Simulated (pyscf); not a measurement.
**Four-centre exchange: H₂N–SiH₂–NH–SiH₂–NH₂ (SMILES N[SiH2]N[SiH2]N) + SiH₄ (SMILES [SiH4]) → H₂N–SiH₂–NH–SiH₂–NH–SiH₃ (SMILES N[SiH2]N[SiH2]N[SiH3]) + H₂ (SMILES [H][H])**

Gas phase, singlet surface, charge 0. Bonds broken: N1–H6, Si15–H16. Bonds formed: N1–Si15, H6–H16. Single points on ωB97X-D3(BJ)/def2-SVP structures (PySCF, gas phase).

Transition state (Å):

```xyz
19

N      0.8475     0.1540     1.7369
Si    -0.8933     0.5961     1.8020
N     -1.7433     0.2117     0.3518
Si    -1.4644     1.0617    -1.1429
N      0.1636     1.6608    -1.0330
H      1.2031    -0.5084     2.6713
H      1.4421     0.9139     1.3965
H     -0.9342     2.0468     2.1134
H     -1.4479    -0.2297     2.9055
H     -2.3077    -0.6323     0.3440
H     -1.7673     0.1111    -2.2538
H     -2.3133     2.2774    -1.3151
H      0.3884     2.5393    -1.4901
H      0.9152     0.9851    -1.1520
Si     1.2810    -1.5241     1.0046
H      1.4326    -1.6439     2.8851
H      1.1308    -1.0783    -0.4518
H      0.2082    -2.5525     1.0969
H      2.7118    -1.9340     1.0072
```

One imaginary mode, 1447i cm⁻¹; descent along it reached the two sides named, in the forms told below.

```csv
bond,change,reactant side (Å),saddle,product side
N1–H6,breaks,1.016,1.199,2.7
Si15–H16,breaks,1.488,1.890,3.8
N1–Si15,forms,3.0,1.882,1.740
H6–H16,forms,2.9,1.178,0.761
```

Electronic energies relative to the separated reactants (kJ/mol):

| level | barrier | reaction energy | reverse barrier |
|---|---|---|---|
| ωB97X-D3(BJ)/def2-TZVP | 161.3 | -43.4 | 204.7 |
| PBE/def2-TZVP | 157.7 | -18.1 | 175.8 |
| r²SCAN/def2-TZVP | 158.7 | -32.2 | 190.9 |
| B3LYP-D3(BJ)/def2-TZVP | 166.4 | -35.2 | 201.6 |
| PBE0-D3(BJ)/def2-TZVP | 153.6 | -30.5 | 184.1 |
| M06-2X/def2-TZVP | 167.6 | -45.4 | 213.0 |
| ωB97M-D3(BJ)/def2-TZVP | 167.5 | -32.9 | 200.4 |
| HF/def2-TZVP | 257.7 | -12.2 | 269.9 |

With ωB97M-D3(BJ)/def2-TZVP energies and thermal terms (ideal gas, 1 atm, RRHO with modes under 100 cm⁻¹ raised to 100, one conformer, R ln 2 for chiral ones without a mode under 150 cm⁻¹), in kJ/mol:

```tsv
T (K)	ΔH‡	ΔG‡	ΔH	ΔG
298	160.8	209.2	-43.7	-36.7
600	161.1	258.5	-38.3	-31.7
900	163.8	306.6	-34.2	-29.4
1200	167.3	353.7	-31.2	-28.2
```

On the reactant side the descent ends in a complex, 17.6 kJ/mol under the separated species and 178.9 kJ/mol under the saddle at ωB97X-D3(BJ)/def2-TZVP. At the saddle there is also a short H–Si contact that neither side keeps. One saddle was located; it need not be the lowest between these sides.
